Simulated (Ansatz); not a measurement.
in.yaml

```yaml
crystal:
  periodic: [false, false, false]
  atoms:
    - {symbol: Ga, position_ang: [0.064568, 0.023749, -2.803159]}
    - {symbol: Al, position_ang: [-0.100306, 0.032123, -0.478765]}
    - {symbol: O, position_ang: [-0.023685, -0.000301, 1.159055]}
    - {symbol: H, position_ang: [0.059423, -0.055571, 2.122869]}
basis:
  gaussian: {orbitals: cc-pVDZ}
magnetization: {spin_polarized: true, initial_magnetization: 3}
hamiltonian: {xc: {name: B3LYP}}
```

```sh
$ ansatz run in.yaml --threads 1 --pin off --events-out ev --progress --plain --max-ram 2393MiB
```

Question: Roughly how long does this take on 1 thread of Arm Neoverse V2, shared host, and how much host memory?

Answer: 2.8 s wall and 0.16 GiB.

```
677 factors; integrals over basis functions are off by at most 1.4e-3 eV
mean field evaluation 1: about -61032.1602 eV, gradient 3.9e1 eV
mean field evaluation 2: about -60962.1817 eV, gradient 1.1e2 eV
mean field evaluation 4: about -61036.7670 eV, gradient 9.0e0 eV
mean field evaluation 8: about -61037.7409 eV, gradient 5.3e-1 eV
mean field evaluation 16: about -61037.7441 eV, gradient 4.3e-4 eV
mean field -61037.74411850 eV, -2243.0957234861 hartree, gradient 5.4e-5 eV, S^2 3.753135; 0 other end points of the search recorded, 0 dependent functions left out
reference -61037.74431978 eV, -2243.0957308828 hartree; 28, 25 occupied and 36, 39 virtual orbitals, 677 factors
Total energy: -61037.74431978 eV, -2243.0957308828 hartree
```
